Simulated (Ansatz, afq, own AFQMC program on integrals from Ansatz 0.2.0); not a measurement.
BO, doublet, reference energies and how methods fare

```xyz
2

B     0.0000    0.0000    0.0000
O     0.0000    0.0000    1.2006
```

Geometry: a PBE0/def2-TZVP stationary point, not shown to be a minimum. Basis cc-pVTZ. Only valence electrons are correlated. Ansatz 0.2.0 and our own AFQMC program on the same integrals; the CISD trial comes from CCSD amplitudes, and released means the phaseless constraint is let go. Uncertainties: one standard error, sampling alone.

Best estimates are CCSD(T) at the basis-set limit (def2-TZVPP/QZVPP) plus the step from CCSD(T) to the highest rung at hand in cc-pVTZ, named in the table (released AFQMC can keep some 10 meV of bias). No zero-point, core-correlation or spin–orbit terms. Other levels are in cc-pVTZ; a dash marks a level that is missing or breaks spin symmetry for a member.

Cautions: BO (doublet): the ph-AFQMC/CISD walk drifts between its halves (2.6 errors), its ph-AFQMC/CISD value lies 21 ± 4 meV above CCSDT(Q); BO⁺ (triplet): another spin lies lower, its ph-AFQMC/CISD value lies 22 ± 4 meV above CCSDT(Q); row 1: this isn't the first ionization.

| process | B2PLYP (kJ/mol) |
| --- | --- |
| to charge +1, triplet (vertical) | 1340 |
| to free atoms | 819 |

(1) From these values, estimate the best estimates.

(1) 
| process | best estimate (kJ/mol) | highest rung |
| --- | --- | --- |
| to charge +1, triplet (vertical) | 1353 | CCSDT(Q) |
| to free atoms | 812 | CCSDT(Q) |

Errors against the best estimates in kJ/mol, in the same order:

```tsv
level	error, 1	error, 2
MP2	5	37
CCSD(T)	-16	-30
ph-AFQMC/CISD	-14 ± 0.6	-29 ± 0.4
CCSD(T)/CBS	-2	-2
PBE	2	55
r2SCAN	-21	30
PBE0	-26	4
B3LYP	-12	2
wB97M-V	-26	-1
B2PLYP	-13	7
```

Cost at the first geometry (cards were shared with other jobs): PBE0/cc-pVTZ, 0.45 s on 1 thread of AMD EPYC 7R13 Processor (Zen 3) (shared host); UCCSD(T)/cc-pVTZ, 8.5 s on 1 × NVIDIA H100 80GB HBM3 with 1 thread of AMD EPYC 7R13 Processor (Zen 3), on a shared host; CCSDT(Q), 14 s on 1 × NVIDIA H100 80GB HBM3 with 1 thread of AMD EPYC 7R13 Processor (Zen 3), on a shared host; ph-AFQMC/CISD with release, 2.7 min on 1 × NVIDIA H100 80GB HBM3 with 2 threads of AMD EPYC 7R13 Processor (Zen 3), on a shared host.

Best estimates are given only where the step beyond CCSD(T) is under 0.3 eV and no member's determinant is very poor (T1 over 0.05, or 0.07 for open shells, ⟨S²⟩ too high by 0.3, two states mixed), so the hardest cases are missing from such tables.

The functionals ran in a triple-zeta set and keep a basis error of their own, a few kJ/mol for each bond in atomization energies and more for double hybrids, so close places among them and the extrapolated levels can swap.

CCSDT and higher add their correlation energy to the determinant of the CCSD(T) run, since their own runs factorise the integrals more tightly (a shift of under 2 meV). Each member of a difference takes its own highest rung, so a best estimate needn't equal the limit plus the step of one row. A walk keeps the symmetry of its determinant, which the program's search chose and which needn't be the lowest solution, so a lower state of the same spin and another symmetry isn't excluded.
